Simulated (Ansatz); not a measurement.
Results of Hartree–Fock (plane waves, PAW; Ansatz, a quantum-chemistry and plane-wave program) for antifluorite Mg2Sn.

Run with plane-wave cutoff 460 eV, 6×6×6 k mesh, Fermi–Dirac smearing 0.01 eV, scalar-relativistic PAW data made under PBE.

The cell has the measured lattice: a = b = c = 6.7665 Å, α = β = γ = 90.00°.

Q: Estimate the band gap, smallest direct gap on the k points sampled and direct gap at Γ that the calculation returns.

A: 
* **band gap**: 4.20 eV (on the SCF k mesh)
* **smallest direct gap on the k points sampled**: 6.81 eV
* **direct gap at Γ**: 6.89 eV

Measured, for comparison: band gap 0.36 eV (temperature not stated, no zero-point or thermal correction, indirect, Γ–X; as tabulated in Ryu et al. (2019), arXiv:1905.06140).

Note: cell and atoms aren't relaxed at this level (pressure 2.6 GPa).

Spin–orbit coupling is not included.

The result took about 100 core-seconds (a rough figure).
